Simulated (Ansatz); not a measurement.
Geometry optimisation, RKS PBE-D4/6-31G* (Ansatz).

input.yaml

```yaml
crystal:
  periodic: [false, false, false]
  atoms:
    - { symbol: Si, position_ang: [0.117905, -0.011038, 0.208417] }
    - { symbol: C, position_ang: [0.244621, -0.081905, 2.085043] }
    - { symbol: H, position_ang: [-0.461164, -0.77839, 2.564835] }
    - { symbol: H, position_ang: [1.257867, -0.422054, 2.351584] }
    - { symbol: H, position_ang: [0.103845, 0.909574, 2.543461] }
    - { symbol: H, position_ang: [1.514713, -0.16935, -0.332869] }
    - { symbol: H, position_ang: [-0.395428, 1.285821, -0.339098] }
    - { symbol: H, position_ang: [-0.676398, -1.155405, -0.352438] }
    - { symbol: "N", position_ang: [-2.740362, 0.489838, 1.094904] }
    - { symbol: H, position_ang: [-2.72331, -0.043383, 0.220941] }
    - { symbol: H, position_ang: [-2.391895, 1.430153, 0.882023] }
    - { symbol: H, position_ang: [-2.044293, 0.059639, 1.737098] }
basis:
  gaussian: { orbitals: "6-31G*" }
hamiltonian:
  xc: pbe
  dispersion: d4
relax:
  f_tol: 0.03
  max_steps: 50
```

Launched with:

```bash
$ ansatz run input.yaml --threads 1 --pin off --max-ram 2048MiB --backend cpu --events-out ev --progress --plain --runs-dir out
```

Task: Where does it end, and by what steps?

Result: The forces met the threshold. The force dipped under the threshold on the way, but the program's further checks kept it going. After 16 steps the energy has fallen by 0.213 eV; H5 moved furthest, 1.02 Å.

| step | energy less start (eV) | largest force component (eV/Å) | accepted |
| --- | --- | --- | --- |
| 0 | 0.0000 | 0.652 | yes |
| 1 | -0.1149 | 0.205 | yes |
| 2 | -0.1495 | 0.316 | yes |
| 3 | -0.1604 | 0.265 | yes |
| 4 | -0.1689 | 0.085 | yes |
| 5 | -0.1494 | 0.677 | no |
| 6 | -0.1773 | 0.056 | yes |
| 7 | -0.1833 | 0.168 | yes |
| 8 | -0.1872 | 0.379 | yes |
| 9 | -0.2056 | 0.024 | yes |
| 10 | -0.2090 | 0.095 | yes |
| 11 | -0.2080 | 0.266 | no |
| 12 | -0.2087 | 0.080 | no |
| 13 | -0.2106 | 0.021 | yes |
| 14 | -0.2120 | 0.045 | yes |
| 15 | -0.2124 | 0.069 | yes |
| 16 | -0.2127 | 0.019 | yes |

```xyz
12
Properties=species:S:1:pos:R:3
Si 0.372 0.039 0.189
C 0.486 -0.021 2.076
H -0.514 0.071 2.533
H 0.930 -0.973 2.413
H 1.112 0.803 2.458
H 1.740 -0.083 -0.422
H -0.226 1.334 -0.282
H -0.467 -1.087 -0.344
N -3.205 0.398 1.025
H -2.910 -0.180 0.228
H -2.687 1.279 0.932
H -2.824 -0.066 1.859
```

Run time: 35 s on 1 thread of Intel(R) Xeon(R) CPU @ 2.60GHz (Ice Lake), with other jobs on the host, peak memory 0.14 GiB.
